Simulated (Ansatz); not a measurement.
in.yaml

```yaml
crystal:
  periodic: [false, false, false]
  atoms:
    - {symbol: B, position_ang: [0.000000, 0.000000, 0.875092]}
    - {symbol: Be, position_ang: [0.000000, 0.000000, -0.998069]}
    - {symbol: H, position_ang: [0.000000, 1.003181, 1.536948]}
    - {symbol: H, position_ang: [0.000000, -1.003180, 1.536948]}
    - {symbol: H, position_ang: [0.000000, 0.000000, -3.536069]}
basis:
  gaussian: {orbitals: 6-31G}
correlation: {method: fic_mrcisd_q, electrons: outside_noble_gas, active_space: {window: {electrons: 2, orbitals: 2}}}
```

```sh
$ ansatz run in.yaml --threads 1 --pin off --events-out ev --progress --plain --max-ram 2393MiB
```

Output:

```
347 factors; integrals over basis functions are off by at most 2.5e-4 eV
mean field evaluation 1: about -1110.0238 eV, gradient 1.5e1 eV
mean field evaluation 2: about -1110.0184 eV, gradient 1.5e1 eV
mean field evaluation 4: about -1111.9431 eV, gradient 1.6e0 eV
mean field evaluation 8: about -1111.9710 eV, gradient 1.3e-3 eV
mean field -1111.97098406 eV, -40.8641799432 hartree, gradient 1.9e-6 eV, S^2 0.000000; 0 other end points of the search recorded, 0 dependent functions left out; unrestricted orbitals would lower it
reference -1111.97098406 eV, -40.8641799432 hartree; 6, 6 occupied and 18, 18 virtual orbitals, 347 factors
state -1113.13456087 eV, -40.9069406023 hartree
contracted CI cycle   1: correlation 0.00000000 eV, 0.0000000000 hartree, residual 1.00e1 eV
contracted CI cycle   2: correlation -2.06484549 eV, -0.0758816722 hartree, residual 1.46e0 eV
contracted CI cycle   3: correlation -2.12729923 eV, -0.0781768046 hartree, residual 4.56e-1 eV
contracted CI cycle   4: correlation -2.13357852 eV, -0.0784075645 hartree, residual 1.79e-1 eV
contracted CI cycle   5: correlation -2.13456839 eV, -0.0784439413 hartree, residual 7.48e-2 eV
contracted CI cycle   6: correlation -2.13471905 eV, -0.0784494780 hartree, residual 2.74e-2 eV
contracted CI cycle   7: correlation -2.13473825 eV, -0.0784501836 hartree, residual 1.03e-2 eV
contracted CI cycle   8: correlation -2.13474110 eV, -0.0784502885 hartree, residual 3.55e-3 eV
contracted CI cycle   9: correlation -2.13474144 eV, -0.0784503008 hartree, residual 1.41e-3 eV
state -1113.13456087 eV, -40.9069406023 hartree; corrected -1115.39323005 eV, -40.9899451638 hartree
state -1112.13127119 eV, -40.8700703867 hartree
contracted CI cycle   1: correlation 0.00000000 eV, 0.0000000000 hartree, residual 1.07e1 eV
contracted CI cycle   2: correlation -2.70606798 eV, -0.0994461639 hartree, residual 2.27e0 eV
contracted CI cycle   3: correlation -2.90185332 eV, -0.1066411426 hartree, residual 9.53e-1 eV
contracted CI cycle   4: correlation -2.92854029 eV, -0.1076218708 hartree, residual 3.65e-1 eV
contracted CI cycle   5: correlation -2.93267020 eV, -0.1077736420 hartree, residual 1.51e-1 eV
contracted CI cycle   6: correlation -2.93337895 eV, -0.1077996880 hartree, residual 6.25e-2 eV
contracted CI cycle   7: correlation -2.93350809 eV, -0.1078044340 hartree, residual 2.72e-2 eV
contracted CI cycle   8: correlation -2.93352865 eV, -0.1078051896 hartree, residual 1.18e-2 eV
contracted CI cycle   9: correlation -2.93353243 eV, -0.1078053283 hartree, residual 5.21e-3 eV
contracted CI cycle  10: correlation -2.93353314 eV, -0.1078053546 hartree, residual 2.06e-3 eV
contracted CI cycle  11: correlation -2.93353325 eV, -0.1078053586 hartree, residual 7.43e-4 eV
state -1112.13127119 eV, -40.8700703867 hartree; corrected -1115.44601560 eV, -40.9918849969 hartree
state -1112.13127119 eV, -40.8700703867 hartree; corrected -1115.44601560 eV, -40.9918849969 hartree
the orbitals are reached from a further start. From the first start the search ends at -1113.13456036 eV, -40.9069405836 hartree
WARN: the results are in doubt because another end's mean lies 1.003 eV lower, and its corrected mean 0.053 eV higher
Total energy: -1115.44601560 eV, -40.9918849969 hartree
In doubt: another end's mean lies 1.003 eV lower, and its corrected mean 0.053 eV higher
```

Ran on 1 thread of AMD EPYC 9B14, shared host: 0.45 s wall, 0.1 GiB peak host memory.
